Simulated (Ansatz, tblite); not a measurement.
**B(H2S)H3 (BH₅S): removing and adding an electron**

What does removing or adding an electron cost or gain for B(H2S)H3 (BH₅S)? Each charged state is run at several levels.

The runs use Ansatz 0.2.0, Gaussian basis; as each input shows.

Levels to be run: charge +1 doublet, at the geometry of the singlet (PBE0-D4/def2-TZVP, PBE-D4/def2-TZVP, r2SCAN-D4/def2-TZVP, CCSD(T)/def2-TZVPP); charge -1 doublet, at the geometry of the singlet (PBE0-D4/def2-TZVPD, PBE-D4/def2-TZVPD, r2SCAN-D4/def2-TZVPD, CCSD(T)/def2-TZVPD); the starting singlet's energies come from earlier runs.

**1. The geometry**

The geometry is that of the singlet, from an earlier relaxation (B3LYP-D4/def2-TZVP).

7 atoms, charge 0, spin multiplicity 1.

Atoms are counted from 1 here; the program's logs count them from 0.

Bond lengths: B1–S2 2.030 Å, B1–H5 1.202 Å, B1–H6 1.198 Å, B1–H7 1.202 Å, S2–H3 1.346 Å, S2–H4 1.346 Å. Angles: S2–B1–H5 99.8°, S2–B1–H6 105.8°, S2–B1–H7 99.8°, H5–B1–H6 116.5°, H5–B1–H7 114.5°, H6–B1–H7 116.5°, B1–S2–H3 103.3°, B1–S2–H4 103.3°, H3–S2–H4 92.7°.

As a file:

```
B     0.11902   -0.20261   -0.85415
S     0.12207   -0.21145    1.17597
H     0.52271    1.03496    1.49051
H    -1.16048    0.05357    1.48870
H     1.30304   -0.22491   -1.06168
H    -0.46211    0.79437   -1.17594
H    -0.44426   -1.24395   -1.06343
```

**2. Charge +1 doublet at the fixed geometry, PBE0-D4/def2-TZVP**

Input file in.yaml:

```yaml
crystal:
  periodic: [false, false, false]
  atoms:
    - {symbol: B, position_ang: [0.119021, -0.202611, -0.854147]}
    - {symbol: S, position_ang: [0.122074, -0.211447, 1.175975]}
    - {symbol: H, position_ang: [0.522712, 1.034960, 1.490512]}
    - {symbol: H, position_ang: [-1.160478, 0.053572, 1.488700]}
    - {symbol: H, position_ang: [1.303036, -0.224909, -1.061677]}
    - {symbol: H, position_ang: [-0.462113, 0.794370, -1.175936]}
    - {symbol: H, position_ang: [-0.444262, -1.243945, -1.063428]}
basis:
  gaussian: {orbitals: def2-TZVP}
total_charge: 1
magnetization: {spin_polarized: true, initial_magnetization: 1}
hamiltonian: {xc: pbe0, dispersion: d4}
output: {orbitals: {seedname: orbitals}}
```

Started as:

```bash
ansatz run in.yaml --threads 4 --pin off --events-out ev --progress --plain --max-ram 3916MiB
```

What it wrote:

```text
Functional definition: PBE0
  name "PBE0"
  cite "Adamo & Barone, J. Chem. Phys. 110, 6158 (1999) doi:10.1063/1.478522"
  cite "Perdew, Burke & Ernzerhof, Phys. Rev. Lett. 77, 3865 (1996) doi:10.1103/PhysRevLett.77.3865"
  parent pbe
  parameter a = 0.25
  parameter kappa = 0.804
  parameter beta = 0.06672455060314922
  exchange = (1 - a)*pbe_x(kappa = kappa, mu = beta*pi^2/3) + a*exact_x
  correlation = pbe_c(beta = beta)
660 factors; their error is unknown
mean field evaluation 1: about -11571.4386 eV, gradient 2.9e1 eV
mean field evaluation 2: about -11566.1269 eV, gradient 3.8e1 eV
mean field evaluation 4: about -11577.1038 eV, gradient 5.2e0 eV
mean field evaluation 8: about -11577.2817 eV, gradient 2.7e-1 eV
mean field evaluation 16: about -11577.3043 eV, gradient 2.8e-3 eV
mean field evaluation 32: about -11576.9704 eV, gradient 5.2e0 eV
mean field -11577.30429549 eV, -425.4580854804 hartree, gradient 1.3e-5 eV, S^2 0.756804; 4 other end points of the search recorded, 0 dependent functions left out
reference -11577.30432486 eV, -425.4580865599 hartree; 13, 12 occupied and 85, 86 virtual orbitals, 660 factors
Total energy: -11577.35932518 eV, -425.4601077845 hartree
```

Run time: 1.9 s. Hardware: 4 threads of Arm Neoverse V2, shared host.

Report: HOMO -15.56 eV, LUMO -13.26 eV (over both spins); ⟨S²⟩ 0.757 (pure: 0.75).

**3. Charge +1 doublet at the fixed geometry, PBE-D4/def2-TZVP**

start.molden holds the orbitals of an earlier run on this state, given as this run's starting guess.

in.yaml, as its differences from that of step 2:

```diff
@@ -11,6 +11,7 @@
 basis:
-  gaussian: {orbitals: def2-TZVP}
+  gaussian: {orbitals: def2-TZVP, initial_orbitals: start.molden}
 total_charge: 1
 magnetization: {spin_polarized: true, initial_magnetization: 1}
-hamiltonian: {xc: pbe0, dispersion: d4}
+hamiltonian: {xc: pbe, dispersion: d4}
+scf: {omitted_lower_state_checks: [starts]}
 output: {orbitals: {seedname: orbitals}}
```

Launched as before.

What it wrote:

```text
Functional definition: PBE
  name "PBE"
  cite "Perdew, Burke & Ernzerhof, Phys. Rev. Lett. 77, 3865 (1996) doi:10.1103/PhysRevLett.77.3865"
  parent pbe
  parameter kappa = 0.804
  parameter beta = 0.06672455060314922
  exchange = pbe_x(kappa = kappa, mu = beta*pi^2/3)
  correlation = pbe_c(beta = beta)
these checks for a lower state are left out or cut short: starts
650 factors; their error is unknown
mean field evaluation 1: about -11576.2708 eV, gradient 5.8e0 eV
mean field evaluation 2: about -11576.3353 eV, gradient 1.2e-1 eV
mean field evaluation 4: about -11576.3260 eV, gradient 3.2e-3 eV
mean field evaluation 8: about -11576.3260 eV, gradient 3.0e-5 eV
mean field -11576.32602449 eV, -425.4221346844 hartree, gradient 4.7e-6 eV, S^2 0.753218; 0 other end points of the search recorded, 0 dependent functions left out
reference -11576.32606391 eV, -425.4221361331 hartree; 13, 12 occupied and 85, 86 virtual orbitals, 650 factors
Total energy: -11576.39273709 eV, -425.4245863272 hartree
Checks for a lower state left out: starts
```

It took 0.85 s on 4 threads of Arm Neoverse V2, shared host.

Report: HOMO -14.20 eV, LUMO -14.08 eV (over both spins); ⟨S²⟩ 0.753 (pure: 0.75).

**4. Charge +1 doublet at the fixed geometry, r2SCAN-D4/def2-TZVP**

in.yaml, as its differences from that of step 3:

```diff
@@ -14,3 +14,3 @@
 magnetization: {spin_polarized: true, initial_magnetization: 1}
-hamiltonian: {xc: pbe, dispersion: d4}
+hamiltonian: {xc: r2scan, dispersion: d4}
 scf: {omitted_lower_state_checks: [starts]}
```

The command is unchanged.

What it wrote:

```text
Functional definition: r2SCAN
  name "r2SCAN"
  cite "Furness, Kaplan, Ning, Perdew & Sun, J. Phys. Chem. Lett. 11, 8208 (2020) doi:10.1021/acs.jpclett.0c02405"
  cite "Furness, Kaplan, Ning, Perdew & Sun, J. Phys. Chem. Lett. 11, 9248 (2020) doi:10.1021/acs.jpclett.0c03077"
  parent r2scan
  parameter k0 = 0.174
  parameter k1 = 0.065
  parameter a1 = 4.9479
  exchange = r2scan_x(k0 = k0, k1 = k1, a1 = a1)
  correlation = r2scan_c
these checks for a lower state are left out or cut short: starts
650 factors; their error is unknown
mean field evaluation 1: about -11581.0179 eV, gradient 4.1e0 eV
mean field evaluation 2: about -11581.0433 eV, gradient 4.5e-2 eV
mean field evaluation 4: about -11581.0327 eV, gradient 2.9e-4 eV
mean field evaluation 8: about -11581.0327 eV, gradient 2.6e-5 eV
mean field -11581.03270898 eV, -425.5951021492 hartree, gradient 7.8e-6 eV, S^2 0.757864; 0 other end points of the search recorded, 0 dependent functions left out
reference -11581.03272213 eV, -425.5951026324 hartree; 13, 12 occupied and 85, 86 virtual orbitals, 650 factors
Total energy: -11581.04782108 eV, -425.5956575085 hartree
Checks for a lower state left out: starts
```

It took 1.8 s on 4 threads of Arm Neoverse V2, shared host.

HOMO -14.50 eV, LUMO -13.94 eV (over both spins); ⟨S²⟩ 0.758 (pure: 0.75).

**5. Charge +1 doublet at the fixed geometry, CCSD(T)/def2-TZVPP**

in.yaml, as its differences from that of step 4:

```diff
@@ -11,7 +11,7 @@
 basis:
-  gaussian: {orbitals: def2-TZVP, initial_orbitals: start.molden}
+  gaussian: {orbitals: def2-TZVPP, initial_orbitals: start.molden}
 total_charge: 1
 magnetization: {spin_polarized: true, initial_magnetization: 1}
-hamiltonian: {xc: r2scan, dispersion: d4}
-scf: {omitted_lower_state_checks: [starts]}
+correlation: {method: ccsd_t}
+scf: {omitted_lower_state_checks: [starts, cluster_reference]}
 output: {orbitals: {seedname: orbitals}}
```

Same command.

What it wrote:

```text
Functional definition: HF
  name "HF"
  cite "Fock, Z. Phys. 61, 126 (1930) doi:10.1007/BF01340294"
  parent pbe
  exchange = exact_x
  correlation = 0
these checks for a lower state are left out or cut short: starts, cluster_reference
800 factors; integrals over basis functions are off by at most 1.3e-3 eV
mean field evaluation 1: about -11556.8025 eV, gradient 1.7e1 eV
mean field evaluation 2: about -11557.4193 eV, gradient 8.3e-1 eV
mean field evaluation 4: about -11557.4476 eV, gradient 1.8e-1 eV
mean field evaluation 8: about -11557.4482 eV, gradient 5.4e-5 eV
mean field -11557.44823812 eV, -424.7283888310 hartree, gradient 1.9e-6 eV, S^2 0.765066; 0 other end points of the search recorded, 0 dependent functions left out
6 core orbitals not correlated: weight in the atoms' cores, before any rotation towards them, 1.000 or more for the frozen orbitals, at most 0.000 for the correlated occupied ones
reference -11557.44823812 eV, -424.7283888310 hartree; 7, 6 occupied and 130, 131 virtual orbitals, 800 factors
second order -8.09293858 eV of doubles, -0.00000000 eV of singles
cycle   1  -8.84471081 eV  change   -7.5e-1 eV  update   7.9e-2
cycle   2  -9.17089519 eV  change   -3.3e-1 eV  update   3.1e-2
cycle   3  -9.22741767 eV  change   -5.7e-2 eV  update   2.2e-2
cycle   4  -9.23485046 eV  change   -7.4e-3 eV  update   1.4e-2
cycle   5  -9.23968056 eV  change   -4.8e-3 eV  update   7.1e-3
cycle   6  -9.24247022 eV  change   -2.8e-3 eV  update   3.1e-3
cycle   7  -9.24335552 eV  change   -8.9e-4 eV  update   1.8e-3
cycle   8  -9.24363337 eV  change   -2.8e-4 eV  update   1.4e-3
cycle   9  -9.24354122 eV  change    9.2e-5 eV  update   1.1e-3
cycle  10  -9.24390204 eV  change   -3.6e-4 eV  update   8.3e-4
cycle  11  -9.24434569 eV  change   -4.4e-4 eV  update   5.1e-4
cycle  12  -9.24433898 eV  change    6.7e-6 eV  update   2.1e-4
cycle  13  -9.24427411 eV  change    6.5e-5 eV  update   8.2e-5
cycle  14  -9.24421460 eV  change    6.0e-5 eV  update   3.1e-5
cycle  15  -9.24421728 eV  change   -2.7e-6 eV  update   1.2e-5
perturbative correction -0.39069528 eV, -0.0143577868 hartree
Total energy: -11567.08315068 eV, -425.0824653370 hartree
Checks for a lower state left out: starts, cluster_reference
```

Run time: 14 s. Hardware: 4 threads of Arm Neoverse V2, shared host; peak memory 1.8 GiB.

Hartree-Fock HOMO -18.30 eV, LUMO -9.05 eV (over both spins); ⟨S²⟩ 0.765 (pure: 0.75); T1 0.032.

**6. Vertical ionisation energy**

Charged state less starting state, singlet to doublet; the starting state's energies are those of its earlier runs.

Differences are taken before rounding.

```
             method  vertical ionisation energy (eV)  from CCSD(T)/def2-TZVPP (eV)   time
      HF/def2-TZVPP                            10.42                         -0.74       
   PBE-D4/def2-TZVP                            10.63                         -0.52  1.2 s
r2SCAN-D4/def2-TZVP                            10.73                         -0.43  2.9 s
  PBE0-D4/def2-TZVP                            10.89                         -0.27  2.5 s
     MP2/def2-TZVPP                            11.21                         +0.05       
    CCSD/def2-TZVPP                            11.18                         +0.02       
 CCSD(T)/def2-TZVPP                            11.16                             0   17 s
```

Times add the two runs; a level without a time comes out of a correlated run.

Beside −ε(HOMO) of the starting state:

```
              level  −ε(HOMO) (eV)  by difference (eV)  mismatch (eV)
   PBE-D4/def2-TZVP           7.06               10.63          -3.57
r2SCAN-D4/def2-TZVP           7.37               10.73          -3.36
  PBE0-D4/def2-TZVP           8.41               10.89          -2.48
```

**7. Charge -1 doublet at the fixed geometry, PBE0-D4/def2-TZVPD**

in.yaml, as its differences from that of step 5:

```diff
@@ -11,7 +11,6 @@
 basis:
-  gaussian: {orbitals: def2-TZVPP, initial_orbitals: start.molden}
-total_charge: 1
+  gaussian: {orbitals: def2-TZVPD}
+total_charge: -1
 magnetization: {spin_polarized: true, initial_magnetization: 1}
-correlation: {method: ccsd_t}
-scf: {omitted_lower_state_checks: [starts, cluster_reference]}
+hamiltonian: {xc: pbe0, dispersion: d4}
 output: {orbitals: {seedname: orbitals}}
```

Launched as before.

What it wrote:

```text
Functional definition: PBE0
  name "PBE0"
  cite "Adamo & Barone, J. Chem. Phys. 110, 6158 (1999) doi:10.1063/1.478522"
  cite "Perdew, Burke & Ernzerhof, Phys. Rev. Lett. 77, 3865 (1996) doi:10.1103/PhysRevLett.77.3865"
  parent pbe
  parameter a = 0.25
  parameter kappa = 0.804
  parameter beta = 0.06672455060314922
  exchange = (1 - a)*pbe_x(kappa = kappa, mu = beta*pi^2/3) + a*exact_x
  correlation = pbe_c(beta = beta)
735 factors; their error is unknown
mean field evaluation 1: about -11584.1621 eV, gradient 2.2e1 eV
mean field evaluation 2: about -11582.5391 eV, gradient 2.8e1 eV
mean field evaluation 4: about -11587.7438 eV, gradient 7.0e-1 eV
mean field evaluation 8: about -11587.7593 eV, gradient 4.5e-2 eV
mean field evaluation 16: about -11587.7798 eV, gradient 1.1e-3 eV
mean field evaluation 32: about -11587.7078 eV, gradient 1.1e0 eV
mean field -11587.77984765 eV, -425.8430549218 hartree, gradient 2.8e-5 eV, S^2 0.750329; 9 other end points of the search recorded, 0 dependent functions left out
reference -11587.77988050 eV, -425.8430561291 hartree; 14, 13 occupied and 114, 115 virtual orbitals, 735 factors
Total energy: -11587.87716135 eV, -425.8466311342 hartree
```

It took 2.9 s on 4 threads of Arm Neoverse V2, shared host.

Report: HOMO 1.54 eV, LUMO 3.02 eV (over both spins); ⟨S²⟩ 0.750 (pure: 0.75). Doubts: highest occupied level lies above zero.

**8. Charge -1 doublet at the fixed geometry, PBE-D4/def2-TZVPD**

in.yaml, as its differences from that of step 7:

```diff
@@ -11,6 +11,7 @@
 basis:
-  gaussian: {orbitals: def2-TZVPD}
+  gaussian: {orbitals: def2-TZVPD, initial_orbitals: start.molden}
 total_charge: -1
 magnetization: {spin_polarized: true, initial_magnetization: 1}
-hamiltonian: {xc: pbe0, dispersion: d4}
+hamiltonian: {xc: pbe, dispersion: d4}
+scf: {omitted_lower_state_checks: [starts]}
 output: {orbitals: {seedname: orbitals}}
```

Same command.

What it wrote:

```text
Functional definition: PBE
  name "PBE"
  cite "Perdew, Burke & Ernzerhof, Phys. Rev. Lett. 77, 3865 (1996) doi:10.1103/PhysRevLett.77.3865"
  parent pbe
  parameter kappa = 0.804
  parameter beta = 0.06672455060314922
  exchange = pbe_x(kappa = kappa, mu = beta*pi^2/3)
  correlation = pbe_c(beta = beta)
these checks for a lower state are left out or cut short: starts
713 factors; their error is unknown
mean field evaluation 1: about -11586.5933 eV, gradient 5.8e0 eV
mean field evaluation 2: about -11586.6471 eV, gradient 9.3e-2 eV
mean field evaluation 4: about -11586.6339 eV, gradient 4.9e-3 eV
mean field evaluation 8: about -11586.6339 eV, gradient 1.1e-5 eV
mean field -11586.63391975 eV, -425.8009428482 hartree, gradient 4.7e-5 eV, S^2 0.750301; 0 other end points of the search recorded, 0 dependent functions left out
reference -11586.63396123 eV, -425.8009443726 hartree; 14, 13 occupied and 114, 115 virtual orbitals, 713 factors
Total energy: -11586.75183466 eV, -425.8052761412 hartree
Checks for a lower state left out: starts
```

Wall time 1.4 s (4 threads of Arm Neoverse V2, shared host).

HOMO 1.89 eV, LUMO 2.53 eV (over both spins); ⟨S²⟩ 0.750 (pure: 0.75). Doubts: highest occupied level lies above zero.

**9. Charge -1 doublet at the fixed geometry, r2SCAN-D4/def2-TZVPD**

in.yaml, as its differences from that of step 8:

```diff
@@ -14,3 +14,3 @@
 magnetization: {spin_polarized: true, initial_magnetization: 1}
-hamiltonian: {xc: pbe, dispersion: d4}
+hamiltonian: {xc: r2scan, dispersion: d4}
 scf: {omitted_lower_state_checks: [starts]}
```

The command is unchanged.

What it wrote:

```text
Functional definition: r2SCAN
  name "r2SCAN"
  cite "Furness, Kaplan, Ning, Perdew & Sun, J. Phys. Chem. Lett. 11, 8208 (2020) doi:10.1021/acs.jpclett.0c02405"
  cite "Furness, Kaplan, Ning, Perdew & Sun, J. Phys. Chem. Lett. 11, 9248 (2020) doi:10.1021/acs.jpclett.0c03077"
  parent r2scan
  parameter k0 = 0.174
  parameter k1 = 0.065
  parameter a1 = 4.9479
  exchange = r2scan_x(k0 = k0, k1 = k1, a1 = a1)
  correlation = r2scan_c
these checks for a lower state are left out or cut short: starts
713 factors; their error is unknown
mean field evaluation 1: about -11591.3170 eV, gradient 4.1e0 eV
mean field evaluation 2: about -11591.3454 eV, gradient 6.5e-2 eV
mean field evaluation 4: about -11591.3311 eV, gradient 6.1e-3 eV
mean field evaluation 8: about -11591.3311 eV, gradient 9.6e-6 eV
mean field -11591.33107898 eV, -425.9735602662 hartree, gradient 1.5e-5 eV, S^2 0.750934; 0 other end points of the search recorded, 0 dependent functions left out
reference -11591.33110868 eV, -425.9735613577 hartree; 14, 13 occupied and 114, 115 virtual orbitals, 713 factors
Total energy: -11591.35847289 eV, -425.9745669739 hartree
Checks for a lower state left out: starts
```

Run time: 2.5 s. Hardware: 4 threads of Arm Neoverse V2, shared host.

From the report: HOMO 1.92 eV, LUMO 2.74 eV (over both spins); ⟨S²⟩ 0.751 (pure: 0.75). Doubts: highest occupied level lies above zero.

**10. Charge -1 doublet at the fixed geometry, CCSD(T)/def2-TZVPD**

in.yaml, as its differences from that of step 9:

```diff
@@ -14,4 +14,4 @@
 magnetization: {spin_polarized: true, initial_magnetization: 1}
-hamiltonian: {xc: r2scan, dispersion: d4}
-scf: {omitted_lower_state_checks: [starts]}
+correlation: {method: ccsd_t}
+scf: {omitted_lower_state_checks: [starts, cluster_reference]}
 output: {orbitals: {seedname: orbitals}}
```

Launched as before.

What it wrote:

```text
Functional definition: HF
  name "HF"
  cite "Fock, Z. Phys. 61, 126 (1930) doi:10.1007/BF01340294"
  parent pbe
  exchange = exact_x
  correlation = 0
these checks for a lower state are left out or cut short: starts, cluster_reference
897 factors; integrals over basis functions are off by at most 8.9e-4 eV
mean field evaluation 1: about -11566.4879 eV, gradient 1.6e1 eV
mean field evaluation 2: about -11566.9052 eV, gradient 5.9e-1 eV
mean field evaluation 4: about -11566.9636 eV, gradient 9.2e-2 eV
mean field evaluation 8: about -11566.9644 eV, gradient 3.8e-6 eV
a density is far from that of the atoms, so the factors are made again for it
913 factors; integrals over basis functions are off by at most 8.9e-4 eV
mean field evaluation 16: about -11566.9437 eV, gradient 6.4e-1 eV
mean field -11566.96442965 eV, -425.0781024197 hartree, gradient 2.0e-6 eV, S^2 0.750606; 1 other end points of the search recorded, 0 dependent functions left out
6 core orbitals not correlated: weight in the atoms' cores, before any rotation towards them, 1.000 or more for the frozen orbitals, at most 0.000 for the correlated occupied ones
reference -11566.96442965 eV, -425.0781024197 hartree; 8, 7 occupied and 114, 115 virtual orbitals, 913 factors
second order -8.76199067 eV of doubles, -0.00000000 eV of singles
cycle   1  -9.60449101 eV  change   -8.4e-1 eV  update   8.8e-2
cycle   2  -9.95443837 eV  change   -3.5e-1 eV  update   3.7e-2
cycle   3  -10.00219258 eV  change   -4.8e-2 eV  update   2.4e-2
cycle   4  -9.98416907 eV  change    1.8e-2 eV  update   1.5e-2
cycle   5  -9.98045478 eV  change    3.7e-3 eV  update   5.9e-3
cycle   6  -9.98165857 eV  change   -1.2e-3 eV  update   3.3e-3
cycle   7  -9.98284439 eV  change   -1.2e-3 eV  update   2.0e-3
cycle   8  -9.98305412 eV  change   -2.1e-4 eV  update   1.1e-3
cycle   9  -9.98279035 eV  change    2.6e-4 eV  update   3.4e-4
cycle  10  -9.98279350 eV  change   -3.1e-6 eV  update   1.2e-4
cycle  11  -9.98281450 eV  change   -2.1e-5 eV  update   4.9e-5
cycle  12  -9.98280466 eV  change    9.8e-6 eV  update   2.5e-5
cycle  13  -9.98279930 eV  change    5.4e-6 eV  update   9.3e-6
perturbative correction -0.39422631 eV, -0.0144875497 hartree
Total energy: -11577.34145526 eV, -425.4594510769 hartree
Checks for a lower state left out: starts, cluster_reference
```

Wall time 12 s (4 threads of Arm Neoverse V2, shared host); peak memory 1.4 GiB.

Report: Hartree-Fock HOMO 0.77 eV, LUMO 4.08 eV (over both spins); ⟨S²⟩ 0.751 (pure: 0.75); T1 0.037. Doubts: highest occupied level lies above zero.

**11. Vertical electron affinity**

Starting state less charged state (positive: the electron is bound), singlet to doublet; the starting state's energies are those of its earlier runs.

Differences are taken before rounding.

```
              method  vertical electron affinity (eV)  from CCSD(T)/def2-TZVPD (eV)   time
       HF/def2-TZVPD                            -0.88                         -0.33       
   PBE-D4/def2-TZVPD                            -0.30                         +0.25    2 s
r2SCAN-D4/def2-TZVPD                            -0.44                         +0.11  3.7 s
  PBE0-D4/def2-TZVPD                            -0.39                         +0.16  3.6 s
      MP2/def2-TZVPD                            -0.61                         -0.06       
     CCSD/def2-TZVPD                            -0.58                         -0.04       
  CCSD(T)/def2-TZVPD                            -0.55                             0   15 s
```

Times add the two runs; a level without a time comes out of a correlated run.

Beside −ε(LUMO) of the starting state:

```
               level  −ε(LUMO) (eV)  by difference (eV)  mismatch (eV)
   PBE-D4/def2-TZVPD           1.41               -0.30          +1.71
r2SCAN-D4/def2-TZVPD           1.08               -0.44          +1.52
  PBE0-D4/def2-TZVPD           0.60               -0.39          +0.99
```

**12. Results**

```
                                             quantity                                   value
 vertical ionisation energy, functionals in def2-TZVP    10.63 (PBE-D4) to 10.89 eV (PBE0-D4)
       vertical ionisation energy, CCSD(T)/def2-TZVPP                                11.16 eV
vertical electron affinity, functionals in def2-TZVPD  -0.44 (r2SCAN-D4) to -0.30 eV (PBE-D4)
       vertical electron affinity, CCSD(T)/def2-TZVPD                                -0.55 eV
```

What this shows: The vertical ionisation energy spans 10.63 to 10.89 eV over the functionals, beside 11.16 eV from CCSD(T)/def2-TZVPP. −ε(HOMO) misses the level's own difference by -2.48 eV at best (PBE0-D4) and -3.57 eV at worst (PBE-D4). CCSD(T)/def2-TZVPP isn't at the basis-set limit; small misses against it rank nothing. The vertical electron affinity spans -0.44 to -0.30 eV over the functionals, beside -0.55 eV from CCSD(T)/def2-TZVPD. A negative affinity means an unbound electron, held by the basis alone. −ε(LUMO) misses the level's own difference by +0.99 eV at best (PBE0-D4) and +1.71 eV at worst (PBE-D4).
